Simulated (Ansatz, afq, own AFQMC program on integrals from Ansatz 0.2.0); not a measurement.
Atomization energy of Al₂H₄, singlet

```xyz
6

Al    0.0000    0.0000    1.3086
Al    0.0000    0.0000   -1.3086
H     0.0000    1.3533    2.1524
H     0.0000   -1.3533    2.1524
H     0.0000    1.3533   -2.1524
H     0.0000   -1.3533   -2.1524
```

Connectivity, by distances: AlH2–AlH2.

Atoms in their ground-state spins without spin–orbit coupling (mostly on UHF) minus the molecule (RHF), without zero-point energy. The geometry is a stationary point, not shown to be a minimum.

Basis cc-pVDZ. Noble-gas cores (and the filled d shells of Ga–Kr and In–Xe) are frozen. AFQMC by an in-house program on the Cholesky factors that Ansatz 0.2.0 writes for its CCSD(T) run. The CISD trial takes its coefficients from CCSD amplitudes. Released means that phaseless walkers are propagated on without the constraint, phases kept. Free AFQMC starts from the CCSD state and is never constrained. Its projection time is finite, and what remains of the start isn't in its error. ± is one standard error of the sampling. The errors of all members are added in quadrature.

No full CI on the walks' own integrals is used here; CCSDT(Q) serves as the reference and is uncertain by about the last step of the cluster series. Each member takes its own surest rung, up to full CI.

The best estimate is CCSD(T) at the basis-set limit (CBS: def2-TZVPP and def2-QZVPP, with their diffuse functions for anions and beside diffuse sets, CCSD(T) itself extrapolated) plus the step from CCSD(T) to CCSDT(Q) in cc-pVDZ. Rows without CBS are in cc-pVDZ, the functionals in def2-TZVP; B2PLYP and the wave-function rows carry a basis error of their own. Core correlation and relativity beyond core potentials are missing, and ± holds the sampling alone.

Cautions: other spins of the molecule weren't checked.

**Question.** Estimate: order these levels by their error in the atomization energy against the best estimate, smallest first.
A. PBE0
B. r2SCAN
C. B3LYP
D. CCSD(T)/CBS

**Answer.** D (0.008 eV), B (0.156 eV), C (0.276 eV), A (0.528 eV).

Best estimate: 13.649 eV.

Best estimates are given only where the step beyond CCSD(T) is under 0.3 eV and no member's determinant is very poor (T1 over 0.05, or 0.07 for open shells, ⟨S²⟩ too high by 0.3, two states mixed), so the hardest cases are missing from such tables.

The functionals ran in a triple-zeta set and keep a basis error of their own, a few kJ/mol for each bond in atomization energies and more for double hybrids, so close places among them and the extrapolated levels can swap.

Each member of a difference takes its own highest rung, so a best estimate needn't equal the limit plus the step of one row. A walk keeps the symmetry of its determinant, which the program's search chose and which needn't be the lowest solution, so a lower state of the same spin and another symmetry isn't excluded.
